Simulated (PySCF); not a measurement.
Worked example for acetylene: proton affinity at atom C1

Structure: `C#C` (C2H2). Coordinates in Å; atoms count from 1 in this order:
```
C    -0.5625    0.0784   -0.2044
C     0.5727   -0.0736    0.1816
H    -1.5722    0.2140   -0.5477
H     1.5824   -0.2092    0.5248
```

These are calculated values, ωB97X-D3(BJ)/def2-TZVP in PySCF (grid level 2) at geometries from PBE0-D3(BJ)/def2-SVP. ωB97X-D3(BJ) is ωB97X-V with D3(BJ) in place of VV10. Zero-point and thermal terms (298.15 K, 1 bar) come from unscaled PBE0-D3(BJ)/def2-SVP harmonic frequencies, with soft modes damped to free rotors in the entropy.

Step: `[CH+]=C` → `C#C` + H⁺.

| species | charge | multiplicity | E / Eh |
| --- | --- | --- | --- |
| `[CH+]=C` | 1 | 1 | -77.647151 |
| `C#C` | 0 | 1 | -77.391912 |

Thermal terms, products less reactant: Δ(H − E) = -14.87 kJ/mol, Δ(G − E) = -38.63 kJ/mol (the bare proton has no electronic energy, H = 5/2 RT). 1 Eh = 2625.50 kJ/mol.

Task: What are ΔE, ΔH and ΔG of this step?

Result: ΔE = 0.255239 Eh = 670.13 kJ/mol; ΔH = 655.3 kJ/mol; ΔG = 631.5 kJ/mol, all in the gas phase at 298.15 K and 1 bar. The digits show the arithmetic; the method itself can be off by 10 kJ/mol or more. The Active Thermochemical Tables (1.112) give ΔH = 642.5 kJ/mol.

Note: protonation at a multiple bond is drawn as the open cation; a hydrogen-bridged form may lie lower, and the ion may have rearranged by a hydride shift.
